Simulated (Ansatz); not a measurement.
Mg: from a trial structure to a relaxed crystal

The calculation used DFT PBEsol, scalar-relativistic, plane waves, PAW in Ansatz 0.2.0. Cutoff 420 eV, Γ-centred k mesh, Gaussian smearing, no spin polarisation in the final step.

Mg was placed on the omega structure type (P6/mmm, No. 191), at a guessed volume.

```yaml
crystal:
  lattice:
    - [5.27839, 0.00000, 0.00000]
    - [-2.63920, 4.57122, 0.00000]
    - [0.00000, 0.00000, 3.23588]
  atoms:
    - { symbol: Mg, position: [0.00000, 0.00000, 0.00000] }
    - { symbol: Mg, position: [0.33333, 0.66667, 0.50000] }
    - { symbol: Mg, position: [0.66667, 0.33333, 0.50000] }
```

Cell and atoms relax at zero pressure; the relaxation can't lower the symmetry of the start.

Energies count from the standard state of Mg at the same level.

Q: Describe the relaxed structure.

A: It keeps P6/mmm (No. 191). The result has the omega structure. Conventional cell: a = 5.077 Å, c = 3.065 Å. Mg on Wyckoff site a (1 atom of the primitive cell) has 2 Mg at 3.06 Å and 12 Mg at 3.31 Å; around Mg on Wyckoff site d (2 atoms of the primitive cell) lie 5 Mg at 2.93–3.06 Å and 6 Mg at 3.31 Å.

```cif
data_structure
_symmetry_space_group_name_H-M 'P6/mmm'
_symmetry_Int_Tables_number 191
_cell_length_a 5.0769
_cell_length_b 5.0769
_cell_length_c 3.0647
_cell_angle_alpha 90.000
_cell_angle_beta 90.000
_cell_angle_gamma 120.000
_cell_volume 68.41
loop_
_atom_site_label
_atom_site_type_symbol
_atom_site_symmetry_multiplicity
_atom_site_Wyckoff_symbol
_atom_site_fract_x
_atom_site_fract_y
_atom_site_fract_z
_atom_site_occupancy
Mg1 Mg 1 a 0.00000 0.00000 0.00000 1
Mg2 Mg 2 d 0.33333 0.66667 0.50000 1
```

Q: What are its volume, energy, density and gap?

A: The volume per atom is 22.80 Å³. The density is 1.77 g/cm³, the energy over the standard structure is 0.06 eV/atom and the gap on the 12×12×16 mesh is 0 eV (a metal).

The final run used a 12×12×16 mesh on its 3-atom cell and 0.10 eV smearing. For metals, differences of a few meV/atom aren't resolved. A structure relaxed within its symmetry needn't be a true minimum.